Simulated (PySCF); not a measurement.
SF⁺, triplet: vertical spin and charge gaps

Geometry (PBE0/def2-TZVP stationary point for this spin):

```csv
atom,x (Å),y (Å),z (Å)
F,0.0000,0.0000,0.0000
S,0.0000,0.0000,1.5040
```

Basis cc-pVDZ; PySCF 2.14.0. Correlated methods freeze the noble-gas cores. Prefix R: restricted or restricted open-shell reference; prefix U: unrestricted.

Gaps are energies of the second state less the first, at fixed atoms, for a selection of the levels run; mean-field and cluster levels share one orbital occupation for each state, and full CI takes the lowest of the symmetries tried.

Quintet less triplet: 9.280 eV at RCCSDT.

| level | gap (eV) | error (meV) |
| --- | --- | --- |
| RHF | 8.434 | -846 |
| UHF | 8.371 | -909 |
| RMP2 | 9.220 | -60 |
| UMP2 | 9.285 | 5 |
| RCCSD | 9.246 | -34 |
| UCCSD | 9.240 | -40 |
| RCCSD(T) | 9.281 | 1 |
| UCCSD(T) | 9.280 | 0 |
| UCCSDT | 9.280 | 0 |
| PBE | 9.320 | 40 |
| r2SCAN | 9.090 | -190 |
| PBE0 | 9.236 | -44 |
| B3LYP | 9.525 | 245 |
| wB97M-V | 9.654 | 374 |
| B2PLYP | 9.497 | 217 |

In so small a basis the reference is far from its limit while semilocal and hybrid functionals are nearer theirs (RPA and double hybrids share part of the reference's basis error), so the functionals' errors here hold much of the reference's basis and frozen-core error, which can add to them or hide them.

Full CI isn't at hand for all of this; RCCSDT serves as the reference. It lacks quadruple excitations, which often exceed the step from CCSD(T) to CCSDT. The frozen core follows each run's orbitals, which can shift R against U totals by a few meV.
